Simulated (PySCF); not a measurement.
## Two probes of the same atoms: core binding energy and nuclear shielding

Compound: C3H3F3.
Z-matrix (Å and degrees, GFN2-xTB geometry), rows numbered from 1:
```
C 
C   1  1.3180
F   2  1.3469  1  122.07
C   2  1.5091  1  125.30  3  -179.95
F   4  1.3547  2  110.66  1    53.24
F   4  1.3560  2  110.87  1   -63.91
H   1  1.0742  2  119.99  3   179.90
H   1  1.0747  2  121.48  3    -0.06
H   4  1.1003  2  112.29  1   174.75
```

Binding energies: delta-SCF UKS SCAN, pcX-2 on the ionised atom, pcseg-1 elsewhere, spin-free X2C (PySCF). Shieldings: GIAO PBE0/pcSseg-1, non-relativistic, same geometry.

```csv
atom,isotropic shielding (ppm)
C1,84.0
C2,13.0
C4,69.3
```

What are the C 1s binding energies of these atoms?

```
atom           environment  C 1s (eV)  isotropic shielding (ppm)
  C1  terminal =CH2 carbon     291.16                       84.0
  C2    vinylic C–F carbon     293.74                       13.0
  C4           CHF2 carbon     296.34                       69.3
```

Among the listed atoms, is the one with the highest binding energy also the least shielded?

No. The highest binding energy is at C4 (296.34 eV, shielding 69.3 ppm), the lowest shielding at C2 (13.0 ppm, 293.74 eV).

By binding energy: C1 < C2 < C4. By shielding: C2 < C4 < C1.

The structure is a single GFN2-xTB conformer in the gas phase; no vibrational or solvent corrections.
